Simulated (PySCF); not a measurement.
# Static response to an electric field

Species: C4H5FO.
Geometry (PBE0-D3(BJ)/def2-SVP, Å), atoms numbered from 1 in this order:
```
atom  x, y, z in Å
C1     1.4961    0.1490   -0.7670
C2     0.2143    0.3820   -0.0841
C3    -0.6231    1.0473    0.6520
F4    -0.8659    2.1285    1.3539
C5    -1.1390   -0.2449    0.2512
O6    -1.2200   -1.2656    1.1991
H7     1.3398   -0.0606   -1.8372
H8     2.1663    1.0151   -0.6728
H9     2.0010   -0.7278   -0.3317
H10   -1.9118   -0.3359   -0.5357
H11   -1.4563   -2.0777    0.7408
```

Level: PBE0/def2-SVPD (PySCF), static field, nuclei fixed, core orbitals frozen in the response. The polarisability tensor in these axes (au):

```
x   56.78  1.55 -7.86
y    1.55 53.68  2.93
z   -7.86  2.93 47.38
```

**Question.** What are the eigenvalues, a third of the trace, and Δα (Δα² = ½Σ(αi − αj)² over the three pairs)?

**Answer.** Principal values 41.99, 54.62 and 61.23 au; mean 52.61 au = 7.80 Å³ = 8.67 × 10⁻⁴⁰ C²·m²/J; Δα = 16.94 au (32 % of the mean).

**Question.** What is the dipole moment, and where does it point?

**Answer.** (0.87, -1.34, -2.54) D, 3.00 D in size, pointing from the negative to the positive side. Measured along this direction, the outermost atoms are F4 at the negative end and H7 at the positive end.

**Question.** Molar refractivity from α?

**Answer.** Lorentz–Lorenz: R = (4π/3)N_A α = 2.5225 cm³/(mol·Å³) × 7.80 Å³ = 19.7 cm³/mol, in the limit of long wavelengths.

**Question.** How large is μ²/3kT at 250 K beside α?

**Answer.** In Gaussian units μ²/3kT = 86.92 Å³ against 7.80 Å³, a ratio of 11.15; the Debye molar polarisation (4π/3)N_A(α + μ²/3kT) is 238.9 cm³/mol, leaving out the vibrational part.

**Question.** Traceless (Buckingham) quadrupole moment about the centre of nuclear charge: eigenvalues?

**Answer.** -4.67, -0.51, 5.19 D·Å. The values depend on the origin, since the dipole doesn't vanish. The electronic extent ⟨r²⟩ about the same centre is 601 bohr², a root-mean-square distance of 1.91 Å for the 46 electrons.

Isolated species at its PBE0-D3(BJ)/def2-SVP geometry (one conformer only).

These values come from a run that also computed excited states and ΔSCF ions. Time: 74 s of wall time. Hardware: an x86-64 server with one thread, no GPU, on a shared host.
